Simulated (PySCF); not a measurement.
CF4, charge +1, multiplicity 2. Atoms are numbered in the order given.

```xyz
5

F     -0.7744     0.7744    -0.7364
C      0.0000     0.0000     0.0000
F     -0.7744    -0.7744     0.7364
F      0.7744    -0.7744    -0.7364
F      0.7744     0.7744     0.7364
```
Charge +1, spin multiplicity 2.

Coordinates come from a B3LYP-D3(BJ)/def2-SVP optimisation. The geometry has at least one imaginary mode, so it is a saddle point at that level. The multiplicity is an assumed one; other spin states were not compared.

The numbers are results of PBE0/def2-TZVPD (PySCF), not measurements.

Gas-phase values at a fixed geometry.

```
Item                                                               Result
------------------------------------------------  -----------------------
total energy                                           -436.70482 hartree
point group                                                           D2d
α spin, highest occupied and lowest empty level       -21.68 and -4.95 eV
β spin, highest occupied and lowest empty level      -20.73 and -18.41 eV
dipole moment about the centre of nuclear charge                0.000 e·Å
mean static polarisability                           41.8 bohr³ (6.19 Å³)
polarisability, principal values                   28.1, 48.6, 48.6 bohr³
⟨S²⟩                                              0.755 (pure state 0.75)
```
